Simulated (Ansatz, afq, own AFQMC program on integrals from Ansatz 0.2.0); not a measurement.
Integrals from Ansatz 0.2.0, then the random walk in our own AFQMC program (afq).

```yaml
crystal:
  periodic: [false, false, false]
  atoms:
    - {symbol: Ge, position_ang: [0.000000, 0.000000, 0.000000]}
    - {symbol: B, position_ang: [0.000000, 0.000000, 1.977400]}
basis:
  gaussian: {orbitals: cc-pVDZ}
magnetization: {spin_polarized: true, initial_magnetization: 3}
correlation: {method: ccsd_t, electrons: outside_noble_gas, hamiltonian_folder: ham}
```

```sh
$ ansatz run in.yaml --threads 1 --pin off --events-out ev --progress --plain --max-ram 16896MiB --backend cuda --devices 0, --max-vram 18GiB
```

Options of the walk:

```
--method phaseless --trial hf --walkers 4000 --populations 20 --least-time 40 --time-step 0.005 --steps-per-block 20 --equilibration-blocks 112 --max-blocks 4000 --target-error 0.0008 --factor-cut 1e-05 --start spin_pure --seed 6732 --taylor-order 6
```

Times are imaginary, in 1/Eh. The walk had a cap of 49 s. With eight or more populations the least sampling time is a fifth of least-time, and the error comes from their spread. Filled inner d shells are frozen with the cores.

```
orbitals 26  electrons 5 2  factors 190 of 462
reference energy -2099.89327050 Eh
CCSD correlation -0.13442718 Eh in 11 cycles, weight of the determinant in the CISD state 0.8660
energy of the start -2099.893303 Eh
 block  time / (1/Eh)  mean weight  energy / Eh
     1     0.100  1.0001  -2099.909447
     2     0.200  1.0005  -2099.923215
     3     0.300  1.0006  -2099.935730
     4     0.400  1.0008  -2099.946302
     5     0.500  1.0007  -2099.955277
     9     0.900  1.0003  -2099.981044
    25     2.500  1.0000  -2100.017364
    49     4.900  1.0001  -2100.031273
    73     7.300  0.9999  -2100.032282
    97     9.700  0.9997  -2100.030436
   121    12.100  0.9995  -2100.029365
   145    14.500  0.9999  -2100.029125
   169    16.900  1.0002  -2100.029966
   193    19.300  0.9998  -2100.033834
   199    19.900  1.0000  -2100.035415
   217    21.700  1.0001  -2100.028730
   241    24.100  1.0000  -2100.030185
error from the spread of 20 populations
energy -2100.030948 +/- 0.000780 Eh
(rows thinned)
```

Estimate how long the walk took on 1 × NVIDIA H100 80GB HBM3 with 2 threads of AMD EPYC 7R13 Processor (Zen 3), on a shared host (the card was shared).

16 s of wall time.

The run passed its tests (sampling time, drift between the halves within three errors, error under three times the target), which doesn't prove that it has relaxed.

Against this walk (error 21.2 meV) on the same determinant: CCSD(T) 98.7 meV lower, CCSDT(Q) 161.9 meV lower, CCSDTQ 162.6 meV lower, full CI 163.5 meV lower, a separate phaseless walk with a CISD trial and standard settings 122.8 ± 21.4 meV lower. The error is statistical and leaves out the bias of the constraint. Full CI is exact here, so the walk's 163 meV above it is the walk's own error: the bias of the constraint with this trial.

Cautions: constraint bias not in the error; no relativity below Rb; no spin-orbit coupling; inner d shell frozen; raised T1 diagnostic (T1 0.040, weight of the determinant 0.87, largest double 0.09).

CCSDT and higher add their correlation energy to the determinant of the CCSD(T) run, since their own runs factorise the integrals more tightly (a shift of under 2 meV). A walk keeps the symmetry of its determinant, which the program's search chose and which needn't be the lowest solution, so a lower state of the same spin and another symmetry isn't excluded.
